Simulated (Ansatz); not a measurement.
Input (CCSDT(Q)/cc-pVDZ; Ansatz, an electronic-structure program):

Ansatz 0.2 input:
```yaml
crystal:
  periodic: [false, false, false]
  atoms:
    - {symbol: O, position_ang: [0.06503772, -0.68601455, 0.05727429]}
    - {symbol: C, position_ang: [-0.03288225, 0.83440006, 0.03073175]}
    - {symbol: C, position_ang: [1.42147281, -1.28712423, -0.01533926]}
    - {symbol: C, position_ang: [-1.48368758, 1.21030101, 0.00174931]}
    - {symbol: H, position_ang: [0.47728944, 1.12131012, 0.94601548]}
    - {symbol: H, position_ang: [0.52928146, 1.15356487, -0.84533226]}
    - {symbol: H, position_ang: [1.27766083, -2.36044626, 0.05765461]}
    - {symbol: H, position_ang: [1.89028205, -0.99298470, -0.95099819]}
    - {symbol: H, position_ang: [1.95495536, -0.90470467, 0.84810251]}
    - {symbol: H, position_ang: [-1.97704985, 0.87309367, -0.91220944]}
    - {symbol: H, position_ang: [-2.01557038, 0.83306845, 0.87432016]}
    - {symbol: H, position_ang: [-1.54411666, 2.30045640, 0.01467203]}
    - {symbol: H, position_ang: [-0.54245191, -1.08070251, -0.59326989]}
basis:
  gaussian:
    orbitals: cc-pVDZ
total_charge: 1
magnetization: {spin_polarized: false}
correlation: {method: ccsdt_q, electrons: outside_noble_gas}
```

Output:

```
Functional definition: HF
integrals: 0.18 GiB planned
1968 factors; integrals over basis functions are off by at most 1.8e-7 eV
mean field: 0.51 GiB planned
mean field evaluation 1: about -5260.3121 eV, gradient 3.8e1 eV
mean field evaluation 2: about -5260.4862 eV, gradient 3.8e1 eV
mean field evaluation 4: about -5263.9185 eV, gradient 4.1e0 eV
mean field evaluation 8: about -5263.9652 eV, gradient 1.3e-4 eV
mean field evaluation 16: about -5263.7898 eV, gradient 1.9e-1 eV
mean field -5263.96523943 eV, -193.4471545054 hartree, gradient 4.2e-6 eV, S^2 0.000000; 0 other end points of the search recorded, 0 dependent functions left out
4 core orbitals not correlated
reference -5263.96523943 eV, -193.4471545054 hartree; 13, 13 occupied and 84, 84 virtual orbitals, 1968 factors
second order -16.73418273 eV of doubles, -0.00000000 eV of singles
coupled cluster: 12.83 GiB planned
cycle   1  -17.68860680 eV  change   -9.5e-1 eV  update   9.7e-2
cycle   2  -18.47623626 eV  change   -7.9e-1 eV  update   3.7e-2
cycle   3  -18.76576833 eV  change   -2.9e-1 eV  update   1.7e-2
cycle   4  -18.73663547 eV  change    2.9e-2 eV  update   3.9e-3
cycle   5  -18.73518706 eV  change    1.4e-3 eV  update   1.9e-3
cycle   6  -18.73716498 eV  change   -2.0e-3 eV  update   6.5e-4
cycle   7  -18.73738140 eV  change   -2.2e-4 eV  update   3.0e-4
cycle   8  -18.73719400 eV  change    1.9e-4 eV  update   1.2e-4
cycle   9  -18.73716356 eV  change    3.0e-5 eV  update   5.0e-5
cycle  10  -18.73722256 eV  change   -5.9e-5 eV  update   1.8e-5
cycle  11  -18.73717093 eV  change    5.2e-5 eV  update   7.9e-6
cycle  12  -18.73717530 eV  change   -4.4e-6 eV  update   2.7e-6
cycle  13  -18.73717711 eV  change   -1.8e-6 eV  update   1.0e-6
perturbative correction -0.03123589 eV, -0.0011478978 hartree
Total energy: -5282.73365244 eV, -194.1368809617 hartree
```
